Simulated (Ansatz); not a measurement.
Mulliken charges of `[CH3][AlH2]` from ωB97M-V/def2-TZVPP in Ansatz (PBE0-D4/def2-TZVP geometry).

```tsv
atom	x (Å)	y (Å)	z (Å)	charge (e)
C1	-0.448	-0.696	-0.355	-0.524
Al2	0.563	0.778	0.425	0.445
H3	-1.063	-1.220	0.381	0.113
H4	-1.134	-0.306	-1.118	0.103
H5	0.193	-1.425	-0.856	0.113
H6	0.016	1.549	1.703	-0.125
H7	1.935	1.252	-0.225	-0.125
```

Task: By hand: the dipole of these point charges (1 e Å = 4.8032 D).

Result: Σ q r = (0.026, 0.030, 0.022) e Å, of length 0.045 e Å = 0.22 D.

Task: How does the dipole of the full density compare? (An estimate is asked.)

Result: The calculation gave: (-0.079, -0.120, -0.060) e Å, 0.75 D; the point charges give 0.29 times that, at 171° from its direction, so they point the opposite way.

Point charges leave out the atoms' own dipoles, such as those of lone pairs, and Mulliken's split depends on the basis, so the two needn't agree.
